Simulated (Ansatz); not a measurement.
## [Br···H···CH$_{2}$], triplet: transfer scan

Starting geometry:

```yaml
atoms:
  - { symbol: Br, position_ang: [-0.4922, 0.0000, 0.0000] }
  - { symbol: H, position_ang: [0.9284, 0.0000, 0.0000] }
  - { symbol: C, position_ang: [2.6778, 0.0000, 0.0000] }
  - { symbol: H, position_ang: [3.0922, 0.0000, 0.9962] }
  - { symbol: H, position_ang: [3.0922, 0.0000, -0.9962] }
```

From there H2 is moved from one fragment to the other while all else, the fragments' distance too, stays fixed, so the hump isn't the reaction's barrier; atoms are numbered as listed. Energies are in eV, counted from the starting geometry at the same level.

Basis cc-pVDZ; Ansatz 0.2.0. Only valence electrons are correlated (noble-gas cores and the filled d shells of p-block atoms frozen). Prefix R: restricted or restricted open-shell reference; prefix U: unrestricted. Active spaces: valence = (14e, 11o) chosen from the atoms' valence shells. No spin–orbit coupling is included, and no scalar relativity.

Runs in a small pair space aren't shown, since their orbitals change along the scan.

Full CI isn't at hand for all of this; UCCSDT(Q) serves as the reference, and is uncertain by about the last step of the cluster series. The frozen core follows each run's orbitals, which can shift R against U totals by a few meV for light atoms and by up to 0.1 eV past Ca.

| distance Br1-H2 (Å) | UCCSDT(Q) | error RHF | error RCCSD | error RCCSDT | error RCCSDT(Q) | error CASSCF (valence space) | error NEVPT2 (valence space) |
| --- | --- | --- | --- | --- | --- | --- | --- |
| 1.321 | 0.225 | -0.092 | -0.010 | -0.001 | 0.000 | -0.009 | 0.000 |
| 1.421 | 0.000 | 0.000 | 0.000 | 0.000 | 0.000 | 0.000 | 0.000 |
| 1.515 | -0.027 | 0.121 | 0.014 | 0.001 | 0.000 | 0.013 | 0.002 |
| 1.609 | -0.012 | 0.285 | 0.030 | 0.003 | 0.000 | 0.030 | 0.007 |
| 1.703 | -0.059 | 0.473 | 0.041 | 0.004 | 0.000 | 0.045 | 0.021 |
| 1.797 | -0.212 | 0.500 | 0.033 | 0.003 | 0.001 | 0.050 | 0.041 |
| 1.892 | -0.447 | 0.347 | 0.016 | 0.002 | 0.001 | 0.045 | 0.064 |
| 1.986 | -0.669 | 0.202 | 0.001 | 0.001 | 0.001 | 0.034 | 0.081 |
| 2.080 | -0.755 | 0.084 | -0.011 | 0.000 | 0.001 | 0.024 | 0.093 |

Errors are those of relative energies. In total energy the starting point itself misses UCCSDT(Q) by: RHF 7.403, RCCSD 0.153, RCCSDT 0.010, RCCSDT(Q) 0.001, CASSCF (valence space) 5.800, NEVPT2 (valence space) 1.279 eV.

Spread of the error over the points with a reference, to 2.080 Å (largest less smallest): RCCSDT(Q) 0.001, RCCSDT 0.004, RCCSD 0.053, CASSCF (valence space) 0.059, NEVPT2 (valence space) 0.094, RHF 0.591 eV.
